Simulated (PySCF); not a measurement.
# Level sweep

Compound: 2-chloroethanol, C2H5ClO.
Z-matrix (Å and degrees, PBE0-D3(BJ)/def2-SVP geometry), rows numbered from 1:
```
O 
C   1  1.3924
C   2  1.5124  1  112.60
Cl  3  1.7968  2  109.89  1    61.26
H   1  0.9664  2  106.65  3   -54.57
H   2  1.1033  1  107.54  3  -118.87
H   2  1.1090  1  112.46  3   123.52
H   3  1.0986  2  112.04  1  -179.43
H   3  1.0985  2  111.04  1   -56.35
```

PySCF, dipoles from the SCF density, polarisabilities from static response with core orbitals frozen. One conformer (not necessarily the lowest) at the PBE0-D3(BJ)/def2-SVP geometry, without solvent, vibrations or thermal averaging.

Task: How do dipole and polarisability depend on functional and basis here?

Result: 

```json
{"level": "LDA/def2-SVPD", "μ (D)": "1.657", "α (Å³)": "7.14", "error (%)": "+3.8", "anisotropy (Å³)": "1.69"}
{"level": "PBE/def2-SVPD", "μ (D)": "1.608", "α (Å³)": "7.07", "error (%)": "+2.8", "anisotropy (Å³)": "1.68"}
{"level": "B3LYP/def2-SVPD", "μ (D)": "1.686", "α (Å³)": "6.84", "error (%)": "-0.5", "anisotropy (Å³)": "1.66"}
{"level": "PBE0/def2-SVPD", "μ (D)": "1.685", "α (Å³)": "6.75", "error (%)": "-1.8", "anisotropy (Å³)": "1.64"}
{"level": "BHandHLYP/def2-SVPD", "μ (D)": "1.765", "α (Å³)": "6.56", "error (%)": "-4.6", "anisotropy (Å³)": "1.64"}
{"level": "CAM-B3LYP/def2-SVPD", "μ (D)": "1.738", "α (Å³)": "6.73", "error (%)": "-2.2", "anisotropy (Å³)": "1.62"}
{"level": "wB97X-D/def2-SVPD", "μ (D)": "1.729", "α (Å³)": "6.69", "error (%)": "-2.8", "anisotropy (Å³)": "1.60"}
{"level": "LC-wPBE/def2-SVPD", "μ (D)": "1.754", "α (Å³)": "6.55", "error (%)": "-4.8", "anisotropy (Å³)": "1.56"}
{"level": "HF/def2-SVPD", "μ (D)": "1.855", "α (Å³)": "6.30", "error (%)": "-8.4", "anisotropy (Å³)": "1.63"}
{"level": "PBE0/6-31G*", "μ (D)": "1.554", "α (Å³)": "5.12", "error (%)": "-25.5", "anisotropy (Å³)": "2.04"}
{"level": "PBE0/def2-SVP", "μ (D)": "1.488", "α (Å³)": "5.12", "error (%)": "-25.6", "anisotropy (Å³)": "1.75"}
{"level": "PBE0/def2-TZVP", "μ (D)": "1.555", "α (Å³)": "6.13", "error (%)": "-10.8", "anisotropy (Å³)": "1.88"}
```

Reference polarisability: 6.880 Å³ (measured, gas; NIST CCCBDB Release 22 (SRD 101), experimental polarizabilities). The anisotropy is √(½[(α1 − α2)² + (α2 − α3)² + (α3 − α1)²]). For the polarisability, the smallest error is 0.5% (B3LYP/def2-SVPD) and the largest 25.6% (PBE0/def2-SVP). The dipole runs from 1.49 D (PBE0/def2-SVP) to 1.86 D (HF/def2-SVPD). In one basis (def2-SVPD) the functionals order the polarisability from HF (lowest) to LDA (highest), a spread of 13%. With PBE0 the polarisability is 5.46 Å³ without diffuse functions (mean of 6-31G*, def2-SVP and def2-TZVP) and 6.75 Å³ with them (def2-SVPD). Measured values can belong to vibrating molecules and may average over conformers; the computed ones are for one fixed geometry.
